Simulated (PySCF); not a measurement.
Species: CH3O2S (charge -1).
Atom-mapped SMILES: `[CH3:1][S@:2](=[O:3])[O-:4]` (hydrogens: H5, H6, H7 on C1)

Computed, not measured: PySCF 2.14.0, PBE0-D3(BJ)/def2-SVP geometry optimisation, gas phase.

List the bond lengths and angles at this level.

```csv
bond,length (pm)
C1–S2,187.6
"S2=O3, S2–O4",151.7
"C1–H5, C1–H6, C1–H7",110.2
```

Bonds in one row agree within 1 pm and their mean is given. A selection of angles:
```csv
angle,degrees
S2–C1–H5,102.4
S2–C1–H6,110.8
H5–C1–H6,110.6
C1–S2–O3,99.5
O3–S2–O4,114.0
```

S2 (sulfur bonded to C and 2 O) is pyramidal (angles 114.0°, 99.6° and 99.5°, sum 313.1°, 0.65 Å off the plane of its three neighbours).

Point group: Cs (every atom within 0.08 Å of its image). No frequency check. The geometry's basis has no diffuse functions, a weakness for an anion.
